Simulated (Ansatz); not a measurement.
Cost and result for the atomization energy of `CCC[SiH3]` (14 atoms, 13 bonds).

Z-matrix (Å, degrees):
```
C
C 1 1.520
H 1 1.094 2 111.0
H 1 1.093 2 111.6 3 120.3
H 1 1.094 2 111.0 3 -119.5
C 2 1.527 1 112.9 3 59.7
H 2 1.096 1 109.4 3 -62.5
H 2 1.096 1 109.4 3 -178.0
Si 6 1.876 2 113.8 1 180.0
H 6 1.097 2 110.1 1 58.2
H 6 1.097 2 110.1 1 -58.2
H 9 1.489 6 110.5 2 -59.8
H 9 1.489 6 111.0 2 180.0
H 9 1.489 6 110.5 2 59.7
```

The species carries charge 0 and has multiplicity 1. The geometry is a stationary point of PBE0-D4/def2-TZVP. It is one conformer, not always the lowest. Program: Ansatz. All runs use 4 threads of an Arm Neoverse V1 on a shared host. Times are those of one run each, without the atoms' runs, and a repeat can differ threefold. Electronic energies, without spin–orbit coupling; frozen cores. CCSD(T)/CBS adds CCSD(T) − MP2 in def2-TZVPP to the MP2 limit, and its time is that of the two runs behind it. T1 = 0.009. B3LYP takes the VWN-RPA correlation (the form of Gaussian; ORCA's B3LYP/G). HSE06 is the plane-wave form, built on full-range PBE exchange.

CCSD(T)/CBS is a level of theory with its own doubt, some kJ/mol a heavy atom from the limit and from the frozen cores, so smaller differences don't rank the functionals.

| level | functions | wall time | atomization (kcal/mol) | difference from CCSD(T)/CBS | per bond |
| --- | --- | --- | --- | --- | --- |
| BLYP-D4/def2-TZVPP | 275 | 2.3 s | 1205.3 | -10.4 | -0.8 |
| PBE-D4/def2-TZVPP (with forces) | 275 | 2.9 s | 1222.8 | 7.1 | 0.5 |
| PBE0-D4/def2-TZVPP | 275 | 3.2 s | 1215.7 | 0.0 | 0.0 |
| HSE06-D4/def2-TZVPP | 275 | 3.5 s | 1216.2 | 0.5 | 0.0 |
| CAM-B3LYP-D4/def2-TZVPP | 275 | 3.7 s | 1221.1 | 5.4 | 0.4 |
| CCSD(T)/def2-SVP | 110 | 5 s | 1164.8 | -50.9 | -3.9 |
| B3LYP-D4/def2-TZVPP (with forces) | 275 | 5.5 s | 1216.5 | 0.8 | 0.1 |
| r2SCAN-D4/def2-TZVPP (with forces) | 275 | 6 s | 1215.6 | -0.1 | 0.0 |
| ωB97X-V/def2-TZVPP | 275 | 8.5 s | 1218.6 | 2.9 | 0.2 |
| B97M-V/def2-TZVPP | 275 | 11 s | 1217.9 | 2.2 | 0.2 |
| MP2/def2-QZVPP | 541 | 33 s | 1206.9 | -8.8 | -0.7 |
| CCSD(T)/def2-TZVPP | 275 | 3 min | 1190.9 | -24.8 | -1.9 |
| CCSD(T)/CBS(def2) | – | 3.6 min | 1215.7 | 0.0 | 0.0 |

From PBE to PBE0 (25 % exact exchange), in def2-TZVPP and without D4, the atomization energy moves by −6.2 kcal/mol: exact exchange takes away binding that semilocal exchange gives to molecules. The D4 term adds +9.2 kcal/mol with B3LYP and +4.9 kcal/mol with PBE0; it sums over pairs of atoms, weighted by their polarisabilities, and B3LYP, whose exchange is more repulsive, gets the larger term. At CCSD(T), def2-SVP lies −50.9 kcal/mol from the extrapolated value and def2-TZVPP −24.8 kcal/mol: correlation converges slowly with the basis, and small sets miss more of it in the bonded molecule than in its fragments.
